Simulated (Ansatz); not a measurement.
Born–Oppenheimer molecular dynamics of CH₆OSi (9 atoms, charge 0, multiplicity 1). It starts at the highest image of a converged band. Of that band: Neighbouring images differ by up to 1.4 eV, so the band resolves the path poorly. A vibrational analysis at the climbing image gives one clearly imaginary mode, 1340i cm⁻¹: a first-order saddle point.

Level of theory: RKS B3LYP-D4/6-31G* (Ansatz 0.2.0).

```
ensemble                      : NVE (velocity Verlet)
time step                     : 0.5 fs
steps asked                   : 200
starting velocities drawn for : 300 K
seed                          : 4480
```

First frame:

```xyz
9
Properties=species:S:1:pos:R:3
Si -0.489 -0.046 0.457
H 0.781 0.026 1.308
H 1.230 0.320 0.288
C -0.827 1.523 -0.551
H -1.905 1.702 -0.598
H -0.361 2.385 -0.060
H -0.443 1.450 -1.572
O -0.586 -1.385 -0.558
H -0.902 -2.173 -0.095
```

**Question.** How far do the bonds stretch over the last three quarters of this one trajectory? (Pairs bonded in most of those frames.)

**Answer.** 
```tsv
bond	mean (Å)	spread (Å)	shortest	longest
Si1–C4	1.930	0.035	1.86	1.97
Si1–O8	1.688	0.013	1.67	1.71
H2–H3	0.760	0.072	0.65	0.86
C4–H5	1.106	0.023	1.07	1.15
C4–H6	1.101	0.027	1.06	1.14
C4–H7	1.100	0.027	1.05	1.14
O8–H9	0.973	0.021	0.94	1.01
```

Mean temperature of the second half: 1299 K. The conserved energy stayed within 0.68 meV per atom of its start (net change -0.14 meV per atom), so the integration is sound. The kinetic energy rose, since the run started high on the potential surface and went downhill. It ends in pieces (CH4OSi + H2), so much of that is their flight and rotation, not heat. A run of 0.1 ps of so small a system gives no equilibrium averages. The orbitals stay closed-shell, which can raise the energy where a bond breaks towards radicals; this wasn't checked here.

The run took 5.3 min on 1 thread of AMD EPYC 7R43 64-Core Processor (Zen 3), with other jobs on the host, peak memory 0.13 GiB.
